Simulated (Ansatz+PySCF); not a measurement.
Results of a calculation; reference values are marked as such.
A run of Ansatz (development build ahead of 0.2.0) on doublet CH₄O(+) at this shape:

```xyz
6

C     0.0000    0.0877   -0.3214
O     0.0000   -0.5262    0.8866
H     0.8607   -0.4112   -0.9530
H     0.0000    0.0880    1.6590
H     0.0000    1.1730   -0.3183
H    -0.8607   -0.4112   -0.9530
```

Its results:

* Converged: yes
* Reference energy: -114.71599 hartree
* Correlation energy: -0.38941 hartree
* Total energy: -115.10540 hartree
* Spin squared of the determinant: 0.750
* Stability test: minimum among restricted orbitals
* Occupied orbitals by symmetry in an Abelian subgroup (alpha; beta): 7 A' 2 A''; 7 A' 1 A''

Forces (eV/Å):
```json
{"atom": "C1", "Fx": "0.000", "Fy": "-1.111", "Fz": "-0.016"}
{"atom": "O2", "Fx": "0.000", "Fy": "0.475", "Fz": "-1.295"}
{"atom": "H3", "Fx": "-1.025", "Fy": "0.404", "Fz": "0.770"}
{"atom": "H4", "Fx": "0.000", "Fy": "-0.023", "Fz": "-0.220"}
{"atom": "H5", "Fx": "0.000", "Fy": "-0.148", "Fz": "-0.009"}
{"atom": "H6", "Fx": "1.025", "Fy": "0.404", "Fz": "0.770"}
```

Which input gives this output? Name the method, the orbitals and the basis set, and write the input.

ROHF-MP2 in cc-pVTZ.

```yaml
crystal:
  periodic: [false, false, false]
  atoms:
    - { symbol: C, position_ang: [0.0, 0.08772, -0.32143] }
    - { symbol: O, position_ang: [0.0, -0.52624, 0.88657] }
    - { symbol: H, position_ang: [0.86074, -0.41124, -0.95296] }
    - { symbol: H, position_ang: [0.0, 0.08797, 1.65905] }
    - { symbol: H, position_ang: [0.0, 1.17304, -0.31828] }
    - { symbol: H, position_ang: [-0.86074, -0.41124, -0.95296] }
basis:
  gaussian: { orbitals: cc-pVTZ }
total_charge: 1
magnetization:
  initial_magnetization: 1
hamiltonian:
  xc: hf
correlation:
  method: mp2
  frozen_orbitals: { C: 1, H: 0, O: 1 }
output:
  forces: true
```

Caution: large amplitudes, a single reference is doubtful.
